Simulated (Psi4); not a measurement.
C2H2Cl, charge +2, doublet, geometry from GFN2-xTB of the parent state (a state made from the parent by changing its charge; the spin is typed, not shown lowest); MP2/STO-3G (Psi4).

Psi4 was given this input:
```
memory 2 GB

molecule {
2 2
C     0.10210539    0.67520826    0.00485216
C     1.34731481    1.04507097    0.01187153
Cl   -0.73486159   -0.75123729   -0.00767688
H     2.19266263    0.35806744    0.01041576
H     1.60346329    2.09129104    0.01974902
}

set {
  basis sto-3g
  reference uhf
}

energy('mp2')
print_variables()
```

Problem. What does Psi4 print? Leave out banner, timings and long lists.

Solution. 
```
    SCF Algorithm Type (re)set to DF.

   => Loading Basis Set <=

    Name: STO-3G
    Role: ORBITAL
    Keyword: BASIS

         ---------------------------------------------------------
                                   SCF
               by Justin Turney, Rob Parrish, Andy Simmonett
                          and Daniel G. A. Smith
                              UHF Reference
         ---------------------------------------------------------

  ==> Geometry <==

    Molecular point group: c1
    Full point group: C1

    Geometry (in Angstrom), charge = 2, multiplicity = 2:

       Center              X                  Y                   Z               Mass
    ------------   -----------------  -----------------  -----------------  -----------------
         C            0.175540334175     0.726992408955     0.005464882638    12.000000000000
         C            1.420749754175     1.096855118955     0.012484252638    12.000000000000
         CL          -0.661426645825    -0.699453141045    -0.007064157362    34.968852682000
         H            2.266097574175     0.409851588955     0.011028482638     1.007825032230
         H            1.676898234175     2.143075188955     0.020361742638     1.007825032230

  Running in c1 symmetry.

  Rotational constants: A =      3.97372  B =      0.19523  C =      0.18609 [cm^-1]
  Rotational constants: A = 119129.06996  B =   5852.85858  C =   5578.77132 [MHz]
  Nuclear repulsion =   81.437423780800913

  Charge       = 2
  Multiplicity = 2
  Electrons    = 29
  Nalpha       = 15
  Nbeta        = 14

  ==> Algorithm <==

  SCF Algorithm Type is DF.
  DIIS enabled.
  MOM disabled.
  Fractional occupation disabled.
  Guess Type is SAD.
  Energy threshold   = 1.00e-08
  Density threshold  = 1.00e-08
  Integral threshold = 1.00e-12

  ==> Primary Basis <==

  Basis Set: STO-3G
    Blend: STO-3G
    Number of shells: 13
    Number of basis functions: 21
    Number of Cartesian functions: 21
    Spherical Harmonics?: true
    Max angular momentum: 1

   => Loading Basis Set <=

    Name: (STO-3G AUX)
    Role: JKFIT
    Keyword: DF_BASIS_SCF

  ==> Integral Setup <==

  SCF_SUBTYPE=INCORE selected. In-core MEM_DF algorithm will be used.
  Using in-core AOs.

  ==> MemDFJK: Density-Fitted J/K Matrices <==

    J tasked:                   Yes
    K tasked:                   Yes
    wK tasked:                   No
    Algorithm:                 Core
    Schwarz Cutoff:           1E-12
    Mask sparsity (%):       2.7211
    Fitting Condition:        1E-10

   => Auxiliary Basis Set <=

  Basis Set: (STO-3G AUX)
    Blend: DEF2-UNIVERSAL-JKFIT
    Number of shells: 100
    Number of basis functions: 314
    Number of Cartesian functions: 373
    Spherical Harmonics?: true
    Max angular momentum: 4

  Minimum eigenvalue in the overlap matrix is 1.8106826610E-01.
  Reciprocal condition number of the overlap matrix is 8.2977070330E-02.
    Using symmetric orthogonalization.

  ==> Pre-Iterations <==

  SCF Guess: Superposition of Atomic Densities via on-the-fly atomic UHF (no occupation information).

   -------------------------
    Irrep   Nso     Nmo
   -------------------------
     A         21      21
   -------------------------
    Total      21      21
   -------------------------

  ==> Iterations <==

                           Total Energy        Delta E     RMS |[F,P]|

   @DF-UHF iter SAD:  -528.90781405036398   -5.28908e+02   0.00000e+00
   @DF-UHF iter   1:  -529.23442555141003   -3.26612e-01   2.58252e-02 ADIIS/DIIS
   @DF-UHF iter   2:  -529.24568647881165   -1.12609e-02   2.78821e-02 ADIIS/DIIS
   @DF-UHF iter   3:  -529.47824270574392   -2.32556e-01   2.62021e-03 ADIIS/DIIS
   @DF-UHF iter   4:  -529.48221966333517   -3.97696e-03   9.42014e-04 ADIIS/DIIS
   @DF-UHF iter   5:  -529.48352621640947   -1.30655e-03   4.14074e-04 ADIIS/DIIS
   @DF-UHF iter   6:  -529.48381023759180   -2.84021e-04   2.26544e-04 ADIIS/DIIS
   @DF-UHF iter   7:  -529.48393578266405   -1.25545e-04   1.46423e-04 ADIIS/DIIS
   @DF-UHF iter   8:  -529.48399370422953   -5.79216e-05   1.22283e-04 ADIIS/DIIS
   @DF-UHF iter   9:  -529.48404359399797   -4.98898e-05   1.16541e-04 ADIIS/DIIS
   @DF-UHF iter  10:  -529.48412196609468   -7.83721e-05   1.12270e-04 ADIIS/DIIS
   @DF-UHF iter  11:  -529.48428756638020   -1.65600e-04   1.13630e-04 ADIIS/DIIS
   @DF-UHF iter  12:  -529.48407090763158    2.16659e-04   1.21423e-04 ADIIS/DIIS
   @DF-UHF iter  13:  -529.48409527979788   -2.43722e-05   1.18041e-04 ADIIS/DIIS
   @DF-UHF iter  14:  -529.48494524259161   -8.49963e-04   4.33158e-04 ADIIS/DIIS
   @DF-UHF iter  15:  -529.48559339753899   -6.48155e-04   8.36192e-04 ADIIS/DIIS
   @DF-UHF iter  16:  -529.48304101648182    2.55238e-03   4.72408e-04 ADIIS/DIIS
   @DF-UHF iter  17:  -529.48513016560071   -2.08915e-03   5.06824e-04 ADIIS/DIIS
   @DF-UHF iter  18:  -529.48574983078095   -6.19665e-04   2.52340e-03 ADIIS/DIIS
   @DF-UHF iter  19:  -529.48603815769911   -2.88327e-04   2.15666e-03 ADIIS/DIIS
   @DF-UHF iter  20:  -529.48590675511969    1.31403e-04   1.59543e-03 ADIIS/DIIS
   @DF-UHF iter  21:  -529.48536392215738    5.42833e-04   1.18622e-03 ADIIS/DIIS
   @DF-UHF iter  22:  -529.48510947410523    2.54448e-04   9.67500e-04 ADIIS/DIIS
   @DF-UHF iter  23:  -529.48475216495217    3.57309e-04   6.44395e-04 ADIIS/DIIS
   @DF-UHF iter  24:  -529.48473175997037    2.04050e-05   6.27163e-04 ADIIS/DIIS
   @DF-UHF iter  25:  -529.48544974309243   -7.17983e-04   1.21693e-03 ADIIS/DIIS
   @DF-UHF iter  26:  -529.48542745431075    2.22888e-05   1.12576e-03 ADIIS/DIIS
   @DF-UHF iter  27:  -529.48388491050594    1.54254e-03   3.98737e-04 ADIIS/DIIS
   @DF-UHF iter  28:  -529.48565462795636   -1.76972e-03   1.98780e-03 ADIIS/DIIS
   @DF-UHF iter  29:  -529.48565718015516   -2.55220e-06   1.26319e-03 ADIIS/DIIS
   @DF-UHF iter  30:  -529.48548183767082    1.75342e-04   1.24558e-03 ADIIS/DIIS
   @DF-UHF iter  31:  -529.48519402360864    2.87814e-04   9.04446e-04 ADIIS/DIIS
[...]
   @DF-UHF iter  47:  -529.48412631295491    4.86983e-04   4.18309e-04 ADIIS/DIIS
   @DF-UHF iter  48:  -529.48413257113600   -6.25818e-06   4.22088e-04 ADIIS/DIIS
   @DF-UHF iter  49:  -529.48411941531231    1.31558e-05   4.37855e-04 ADIIS/DIIS
   @DF-UHF iter  50:  -529.48437595330347   -2.56538e-04   3.98526e-04 ADIIS/DIIS
   @DF-UHF iter  51:  -529.48421658879602    1.59365e-04   3.99959e-04 ADIIS/DIIS
   @DF-UHF iter  52:  -529.48417147203429    4.51168e-05   3.97307e-04 ADIIS/DIIS
   @DF-UHF iter  53:  -529.48444905621102   -2.77584e-04   4.05993e-04 ADIIS/DIIS
   @DF-UHF iter  54:  -529.48333147224844    1.11758e-03   7.39545e-04 ADIIS/DIIS
   @DF-UHF iter  55:  -529.48382884903890   -4.97377e-04   4.96945e-04 ADIIS/DIIS
   @DF-UHF iter  56:  -529.48439140777305   -5.62559e-04   4.21794e-04 ADIIS/DIIS
   @DF-UHF iter  57:  -529.48394403850932    4.47369e-04   4.55155e-04 ADIIS/DIIS
   @DF-UHF iter  58:  -529.48398408601668   -4.00475e-05   4.39984e-04 ADIIS/DIIS
   @DF-UHF iter  59:  -529.48391908480642    6.50012e-05   4.57000e-04 ADIIS/DIIS
   @DF-UHF iter  60:  -529.48403879520572   -1.19710e-04   4.32862e-04 ADIIS/DIIS
   @DF-UHF iter  61:  -529.48399142525557    4.73700e-05   4.42262e-04 ADIIS/DIIS
   @DF-UHF iter  62:  -529.48389802109773    9.34042e-05   4.65167e-04 ADIIS/DIIS
   @DF-UHF iter  63:  -529.48412697024980   -2.28949e-04   3.96021e-04 ADIIS/DIIS
   @DF-UHF iter  64:  -529.48419907807568   -7.21078e-05   3.75665e-04 ADIIS/DIIS
   @DF-UHF iter  65:  -529.48451576825630   -3.16690e-04   3.85090e-04 ADIIS/DIIS
   @DF-UHF iter  66:  -529.48441369434147    1.02074e-04   4.08982e-04 ADIIS/DIIS
   @DF-UHF iter  67:  -529.48414045373158    2.73241e-04   4.14283e-04 ADIIS/DIIS
   @DF-UHF iter  68:  -529.48413696418220    3.48955e-06   4.25336e-04 ADIIS/DIIS
   @DF-UHF iter  69:  -529.48414166773500   -4.70355e-06   4.26078e-04 ADIIS/DIIS
   @DF-UHF iter  70:  -529.48404122001386    1.00448e-04   4.38535e-04 ADIIS/DIIS
   @DF-UHF iter  71:  -529.48404757759499   -6.35758e-06   4.43555e-04 ADIIS/DIIS
   @DF-UHF iter  72:  -529.48410117139463   -5.35938e-05   4.35370e-04 ADIIS/DIIS
   @DF-UHF iter  73:  -529.48371251381559    3.88658e-04   5.17393e-04 ADIIS/DIIS
   @DF-UHF iter  74:  -529.48405892139658   -3.46408e-04   4.22155e-04 ADIIS/DIIS
   @DF-UHF iter  75:  -529.48417263658882   -1.13715e-04   4.11706e-04 ADIIS/DIIS
   @DF-UHF iter  76:  -529.48421659416658   -4.39576e-05   3.83607e-04 ADIIS/DIIS
   @DF-UHF iter  77:  -529.48548465090676   -1.26806e-03   8.75081e-04 ADIIS/DIIS
   @DF-UHF iter  78:  -529.48437527521719    1.10938e-03   6.86881e-04 ADIIS/DIIS
   @DF-UHF iter  79:  -529.48440512138234   -2.98462e-05   6.05657e-04 ADIIS/DIIS
   @DF-UHF iter  80:  -529.48437744321097    2.76782e-05   5.80369e-04 ADIIS/DIIS
   @DF-UHF iter  81:  -529.48426889834377    1.08545e-04   5.41502e-04 ADIIS/DIIS
   @DF-UHF iter  82:  -529.48409972437025    1.69174e-04   5.40127e-04 ADIIS/DIIS
   @DF-UHF iter  83:  -529.48431483948548   -2.15115e-04   6.05580e-04 ADIIS/DIIS
   @DF-UHF iter  84:  -529.48418580574457    1.29034e-04   5.99704e-04 ADIIS/DIIS
   @DF-UHF iter  85:  -529.48342104512790    7.64761e-04   9.00322e-04 ADIIS/DIIS
   @DF-UHF iter  86:  -529.48407411268261   -6.53068e-04   6.46925e-04 ADIIS/DIIS
   @DF-UHF iter  87:  -529.48411311863299   -3.90060e-05   6.49880e-04 ADIIS/DIIS
   @DF-UHF iter  88:  -529.48438783306926   -2.74714e-04   4.46359e-04 ADIIS/DIIS
   @DF-UHF iter  89:  -529.48426112916195    1.26704e-04   3.76445e-04 ADIIS/DIIS
   @DF-UHF iter  90:  -529.48448059574162   -2.19467e-04   3.72369e-04 ADIIS/DIIS
   @DF-UHF iter  91:  -529.48383844490695    6.42151e-04   4.95543e-04 ADIIS/DIIS
   @DF-UHF iter  92:  -529.48452715238216   -6.88707e-04   4.87621e-04 ADIIS/DIIS
   @DF-UHF iter  93:  -529.48438341274789    1.43740e-04   5.06199e-04 ADIIS/DIIS
   @DF-UHF iter  94:  -529.48439254472805   -9.13198e-06   4.92909e-04 ADIIS/DIIS
   @DF-UHF iter  95:  -529.48429472865541    9.78161e-05   4.68025e-04 ADIIS/DIIS
   @DF-UHF iter  96:  -529.48427588284096    1.88458e-05   4.64172e-04 ADIIS/DIIS
   @DF-UHF iter  97:  -529.48442085445527   -1.44972e-04   5.04928e-04 ADIIS/DIIS
   @DF-UHF iter  98:  -529.48403828660230    3.82568e-04   4.86838e-04 ADIIS/DIIS
   @DF-UHF iter  99:  -529.48406793042727   -2.96438e-05   4.55701e-04 ADIIS/DIIS
   @DF-UHF iter 100:  -529.48415824444896   -9.03140e-05   3.41559e-04 ADIIS/DIIS

PsiException: Could not converge SCF iterations in 100 iterations.

  Failed to converge.

Traceback (most recent call last):
  File "psi4", line 375, in <module>
  File "<string>", line 26, in <module>
  File "site-packages/psi4/driver/driver.py", line 533, in energy
  File "site-packages/psi4/driver/procrouting/proc.py", line 167, in select_mp2
  File "site-packages/psi4/driver/procrouting/proc.py", line 4366, in run_dfmp2
  File "site-packages/psi4/driver/procrouting/proc.py", line 2047, in scf_helper
  File "site-packages/psi4/driver/procrouting/scf_proc/scf_iterator.py", line 93, in scf_compute_energy
  File "site-packages/psi4/driver/procrouting/scf_proc/scf_iterator.py", line 86, in scf_compute_energy
  File "site-packages/psi4/driver/procrouting/scf_proc/scf_iterator.py", line 609, in scf_iterate

psi4.driver.p4util.exceptions.SCFConvergenceError: Could not converge SCF iterations in 100 iterations.

Printing out the relevant lines from the Psithon --> Python processed input file:
    H     1.60346329    2.09129104    0.01974902
    """)
    core.IO.set_default_namespace("")
    core.set_global_option("BASIS", "sto-3g")
    core.set_global_option("REFERENCE", "uhf")
--> energy('mp2')
    print_variables()

!-------------------------------------------------------!
!                                                       !
!  Could not converge SCF iterations in 100 iterations. !
!                                                       !
!-------------------------------------------------------!
```

Convergence was not reached.
